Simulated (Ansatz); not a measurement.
# singlet CHF: levels of theory in one basis

```json
{"atom": "H", "x (Å)": "-0.0264", "y (Å)": "0.1490", "z (Å)": "-0.9637"}
{"atom": "C", "x (Å)": "0.0153", "y (Å)": "-0.5372", "z (Å)": "-0.0308"}
{"atom": "F", "x (Å)": "-0.0227", "y (Å)": "0.3113", "z (Å)": "1.0277"}
```

Basis set: def2-SVP (spherical functions). Correlated methods keep 2 orbitals frozen. Charge 0, multiplicity 1.

Computed with Ansatz (development build ahead of 0.2.0); each method stands on the lowest determinant of its kind that the runs found.

```
     method  E − E(RHF) (eV)  <S²> of the determinant
        RHF             0.00                     0.00
        UHF            -0.28                     0.56
    RHF-MP2            -8.07                        –
RHF-CCSD(T)            -8.87                        –
UHF-CCSD(T)            -8.84                     0.56
```

(1) What does UHF-MP2 give on the same scale?

(2) Is a single determinant a sound starting point here?

Results:

(1) -7.98 eV.

(2) Only with care. Unrestricted orbitals gain 0.28 eV and <S²> is 0.56 against 0.00 for a pure state, so spin symmetry breaks but gains little energy; restricted orbitals can still serve.

Caution for UHF, UHF-MP2, UHF-CCSD(T): the unrestricted determinant is spin contaminated. Caution for UHF-MP2, UHF-CCSD(T): a plain start can end on a higher determinant.
